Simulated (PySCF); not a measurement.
Ionisation energy of P by level of theory

P [Ne] 3s2 3p3 (4S) → P⁺ [Ne] 3s2 3p2 (3P), as a difference of total energies. Calculation: PySCF 2.14, in aug-cc-pwCVTZ (8s7p5d3f, 75 functions); the non-relativistic Hamiltonian (point nucleus). Correlated levels: valence: [Ne] frozen; valence and next inner shell: 1s2 frozen; nothing frozen. The calculations carry no spin-orbit coupling.

| method | ionisation energy (eV) | plus first-order spin-orbit estimate | error of that sum (eV) |
| --- | --- | --- | --- |
| UHF | 9.909 | 9.875 | -0.612 |
| LDA | 10.580 | 10.546 | +0.059 |
| PBE | 10.494 | 10.460 | -0.027 |
| PBE0 | 10.533 | 10.499 | +0.012 |
| r2SCAN | 10.637 | 10.603 | +0.116 |
| B97-3 | 10.341 | 10.307 | -0.180 |
| TPSSh | 10.516 | 10.482 | -0.005 |
| PBEsol | 10.482 | 10.448 | -0.039 |
| PW91 | 10.530 | 10.496 | +0.009 |
| MP2 (valence) | 10.497 | 10.462 | -0.025 |
| SCS-MP2 (valence) | 10.317 | 10.283 | -0.204 |
| MP2 (valence and next inner shell) | 10.508 | 10.474 | -0.013 |
| SCS-MP2 (valence and next inner shell) | 10.329 | 10.295 | -0.192 |
| MP2 (all electrons) | 10.509 | 10.475 | -0.012 |
| SCS-MP2 (all electrons) | 10.330 | 10.295 | -0.192 |

Reference: 10.487 eV (measured; NIST Atomic Spectra Database, ionization energies).

A first-order spin-orbit estimate (lowest level to lowest level, LS coupling) adds -0.034 eV.

Errors of the correlated levels include the incompleteness of this basis and the frozen core.
